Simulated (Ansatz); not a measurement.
# CAlF: the cost of one run

Method: def2-QZVPP, all electrons in the functionals; program: Ansatz 0.2.0, Gaussian basis.

To be run: PBE, BLYP, r2SCAN, B97M-V, PBE0, B3LYP, at charge 0, triplet; charge 0, singlet; charge 0, quintet; charge 1, doublet; charge 1, quartet.

2 further runs of the same task are left out: 2 set aside as unsound or not needed.

**1. The geometry**

The geometry is a PBE0/def2-TZVP stationary point (not a proven minimum).

3 atoms, charge 0, spin multiplicity 3.

Atoms are counted from 1 here; the program's logs count them from 0.

Bond lengths: C1–Al2 1.940 Å, Al2–F3 1.645 Å. Angles: C1–Al2–F3 180.0°.

No dispersion term is added; B97M-V holds VV10 nonlocal correlation. B3LYP takes the VWN-RPA correlation.

The geometry shown and the zero of energy belong to the point charge 0, triplet. The yardstick, UCCSD(T), and other wave-function levels (R restricted, U unrestricted, valence and pair active spaces) come from earlier runs.

**2. PBE, charge 0, triplet**

Input file in.yaml:

```yaml
crystal:
  periodic: [false, false, false]
  atoms:
    - {symbol: C, position_ang: [0.000000, 0.000000, 1.841767]}
    - {symbol: Al, position_ang: [0.000000, 0.000000, -0.098433]}
    - {symbol: F, position_ang: [0.000000, 0.000000, -1.743333]}
basis:
  gaussian: {orbitals: "def2-QZVPP.json"}
magnetization: {spin_polarized: true, initial_magnetization: 2}
hamiltonian: {xc: {name: PBE}}
output: {orbitals: {seedname: orbitals}}
```

Launch:

```console
> ansatz run in.yaml --threads 1 --pin off --events-out ev --progress --plain --max-ram 2393MiB
```

**Question.** How long does this run take on 1 thread of Arm Neoverse V1, shared host, and how much memory does it need?

About 5.5 s, with a peak of 0.29 GiB.
